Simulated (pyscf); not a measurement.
5 gas-phase steps of one pattern: substitution at N on the doublet surface, H–N broken and Ge–N or N–Si formed. Optimised with ωB97X-D3(BJ)/def2-SVP in PySCF. Electronic energies in kcal/mol, from the separated reactants; ΔE‡ and ΔE at ωB97M-D3(BJ)/def2-TZVP. Rows were drawn at random from the steps of this pattern with a verified saddle, stable references and no exit in the data more than 5 kcal/mol lower.

```tsv
row	step	ΔE	ΔE‡
1	NH₃ + H₂N–SiH•–F -> H₂N–SiH(NH₂)–F + H•	-6.0	?
2	NH₃ + H₂N–Si•(NH₂)–NH₂ → H₂N–Si(NH₂)(NH₂)–NH₂ + H•	-3.6	15.5
3	NH₃ + H₂N–SiH•–Cl -> H₂N–SiH(NH₂)–Cl + H•	-2.1	17.1
4	•H₂Si–NH–SiH₃ + NH₃ → H₂N–SiH₂–NH–SiH₃ + H•	+1.3	19.4
5	F–GeH₂• + NH₃ → H₂N–GeH₂–F + H•	+19.0	32.6
```

Problem. From a straight line through the complete rows, estimate the missing barrier and say how far the line can be trusted.

Solution. Over the 4 complete rows the means are +3.6 (ΔE) and 21.1 (ΔE‡); least squares gives b = 0.75 and a = 18.4 kcal/mol, with residuals of 0.2 kcal/mol (root mean square; largest 0.3, row 3). For row 1: 18.4 + 0.75 × (-6.0) = 13.9 kcal/mol, an extrapolation. The computed barrier is 13.8 kcal/mol, 0.1 under the line. The line follows these rows closely. A slope of 0.75 suggests late, product-like saddles. Each barrier is that of the saddle found. Elements up to Kr have no core potential and no relativistic terms here.
